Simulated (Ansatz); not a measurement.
# NaH2O+ (SMILES [OH2+][Na]): single points off equilibrium

The atoms stand at a structure displaced at random from a GFN2-xTB minimum. How far do the functionals agree with CCSD(T) there?

Method: single points in def2-TZVPP; program: Ansatz 0.2.0, Gaussian basis.

Correlated methods freeze the cores. The outer core shell of Li, Na, Mg and K is correlated. B3LYP uses VWN-RPA correlation.

## 1. The starting structure

SMILES `[OH2+][Na]`, 4 atoms, charge 1, spin multiplicity 1.

Atoms are counted from 1 here; the program's logs count them from 0.

Bond lengths: O1–Na2 2.093 Å, O1–H3 1.085 Å, O1–H4 1.084 Å. Angles: Na2–O1–H3 133.6°, Na2–O1–H4 132.1°, H3–O1–H4 93.4°.

As a file:

```xyz
4
charge 1, multiplicity 1
O    -0.0937    0.0974   -0.1149
Na    1.5243   -0.5259    1.0569
H    -1.0543    0.5472    0.1147
H    -0.3591   -0.0955   -1.1481
```

## 2. CCSD(T)/def2-TZVPP

run/in.yaml reads:

```yaml
crystal:
  periodic: [false, false, false]
  atoms:
    - {symbol: O, position_ang: [-0.093700, 0.097400, -0.114900]}
    - {symbol: Na, position_ang: [1.524300, -0.525900, 1.056900]}
    - {symbol: H, position_ang: [-1.054300, 0.547200, 0.114700]}
    - {symbol: H, position_ang: [-0.359100, -0.095500, -1.148100]}
basis:
  gaussian: {orbitals: def2-TZVPP}
total_charge: 1
correlation: {method: ccsd_t}
output: {forces: true}
```

No record of the launch command was kept for these runs.

## 3. PBE0-D4/def2-TZVPP

Changes to run/in.yaml since step 2:

```diff
@@ -10,3 +10,3 @@
 total_charge: 1
-correlation: {method: ccsd_t}
-output: {forces: true}
+hamiltonian: {xc: pbe0, dispersion: d4}
+output: {forces: true, orbitals: {seedname: orbitals}}
```

## 4. wB97M-V/def2-TZVPP

Changes to run/in.yaml since step 3:

```diff
@@ -10,3 +10,3 @@
 total_charge: 1
-hamiltonian: {xc: pbe0, dispersion: d4}
-output: {forces: true, orbitals: {seedname: orbitals}}
+hamiltonian: {xc: {name: wB97M-V}}
+output: {forces: true}
```

## 5. r2SCAN-D4/def2-TZVPP

Changes to run/in.yaml since step 4:

```diff
@@ -10,3 +10,3 @@
 total_charge: 1
-hamiltonian: {xc: {name: wB97M-V}}
+hamiltonian: {xc: r2scan, dispersion: d4}
 output: {forces: true}
```

## 6. PBE-D4/def2-TZVPP

Changes to run/in.yaml since step 5:

```diff
@@ -10,3 +10,3 @@
 total_charge: 1
-hamiltonian: {xc: r2scan, dispersion: d4}
+hamiltonian: {xc: pbe, dispersion: d4}
 output: {forces: true}
```

## 7. B3LYP-D4/def2-TZVPP

Changes to run/in.yaml since step 6:

```diff
@@ -10,3 +10,3 @@
 total_charge: 1
-hamiltonian: {xc: pbe, dispersion: d4}
+hamiltonian: {xc: {name: B3LYP}, dispersion: d4}
 output: {forces: true}
```

## 8. BLYP-D4/def2-TZVPP

Changes to run/in.yaml since step 7:

```diff
@@ -10,3 +10,3 @@
 total_charge: 1
-hamiltonian: {xc: {name: B3LYP}, dispersion: d4}
+hamiltonian: {xc: {name: BLYP}, dispersion: d4}
 output: {forces: true}
```

(Steps that only read results are left out.)

Before running it: what results should come out? Wanted: energy less free atoms, CCSD(T)/def2-TZVPP; RMS force component; RMS force error; HOMO and LUMO, PBE0-D4; T1 diagnostic.

As calculated:

```
                                  quantity                                                                                            value
energy less free atoms, CCSD(T)/def2-TZVPP                                                                                        -5.156 eV
                       RMS force component                                                             2.239 to 2.594 eV/Å over the methods
                           RMS force error  PBE0-D4 0.068, wB97M-V 0.040, r2SCAN-D4 0.040, PBE-D4 0.247, B3LYP-D4 0.058, BLYP-D4 0.306 eV/Å
                    HOMO and LUMO, PBE0-D4                                                                              -14.80 and -5.70 eV
                             T1 diagnostic                                                                                            0.008
```

What this shows: Against CCSD(T) the functionals' energies less atoms differ by -0.194 to +0.185 eV, PBE-D4 by -0.183 eV. CCSD(T) in triple zeta still lacks some correlation energy of the bonds, so part of these gaps is its own basis error and they don't rank the functionals. The forces of r2SCAN-D4 come nearest to CCSD(T), those of BLYP-D4 are farthest. Frozen-core CCSD(T) forces in triple zeta carry basis errors of their own, and this is one geometry, so small gaps rank nothing.
